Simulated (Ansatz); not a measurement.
A nudged elastic band was laid between two geometries of FH3Si + H3P (9 atoms, charge 0, multiplicity 1).

All numbers below come from RKS PBE0/def2-SVP in Ansatz.

| Property | Result |
| --- | --- |
| movable images | 5 |
| climbing image | yes |
| spring | 5.0 eV/Å² |
| optimiser | quadratic models (default) |
| start path | through a guess of the saddle point |
| force threshold | 0.05 eV/Å |
| iteration limit | 60 |
| end points | relaxed |

Image 0:

```xyz
9
Properties=species:S:1:pos:R:3
Si 0.716 -0.053 -0.342
F 0.419 0.010 1.257
H 2.154 0.257 -0.562
H -0.144 0.958 -1.017
H 0.398 -1.425 -0.827
P -3.459 0.202 1.846
H -3.584 -0.414 0.561
H -3.508 -1.050 2.534
H -2.032 0.204 1.794
```

Image 6:

```xyz
9
Properties=species:S:1:pos:R:3
Si -0.394 -0.477 -0.250
F -0.098 1.758 2.101
H 0.815 -0.794 0.559
H -0.264 0.858 -0.898
H -0.586 -1.525 -1.298
P -2.155 -0.366 1.181
H -3.183 -0.326 0.196
H -2.260 -1.762 1.445
H -0.914 1.322 2.208
```

Problem. Which bonds break or form, and what moves?

Solution. Bonds broken: Si1–F2, P6–H9. Bonds formed: Si1–P6, F2–H9. FH3Si + H3P becomes FH + H5PSi.

Problem. What energy profile does the band end with?

Solution. The forces met the threshold. The highest image is number 4 of 0 to 6, 2.38 eV above the first end and 1.59 eV above the last; the last end lies 0.79 eV above the first. Neighbouring images differ by up to 2.0 eV, so the band resolves the path poorly. A vibrational analysis at the climbing image gives one clearly imaginary mode, 849i cm⁻¹: a first-order saddle point. The orbitals stay closed-shell, which can raise the energy where a bond breaks towards radicals; this wasn't checked here.

| image | path coordinate (Å) | energy (eV) | Si1–F2 (Å) | P6–H9 (Å) | Si1–P6 (Å) |
| --- | --- | --- | --- | --- | --- |
| 0 | 0.00 | 0.00 | 1.63 | 1.43 | 4.72 |
| 1 | 1.08 | 0.00 | 1.63 | 1.43 | 4.53 |
| 2 | 2.15 | 0.00 | 1.63 | 1.43 | 4.09 |
| 3 | 3.23 | 0.36 | 1.65 | 1.44 | 3.44 |
| 4 | 4.31 | 2.38 | 1.93 | 1.72 | 2.72 |
| 5 | 5.27 | 1.15 | 2.60 | 2.03 | 2.32 |
| 6 | 6.23 | 0.79 | 3.26 | 2.33 | 2.27 |

Problem. What is the geometry of the highest image?

Solution. 
```xyz
9
Properties=species:S:1:pos:R:3
Si -0.209 -0.149 0.050
F 0.027 0.902 1.648
H 1.254 -0.421 0.174
H -0.509 0.976 -0.871
H -0.715 -1.424 -0.554
P -2.537 -0.185 1.459
H -2.962 -0.049 0.110
H -2.336 -1.591 1.458
H -1.052 0.627 1.770
```

Time of the run: 8.1 min on 1 thread of Arm Neoverse N1 (shared host), peak memory 0.16 GiB.
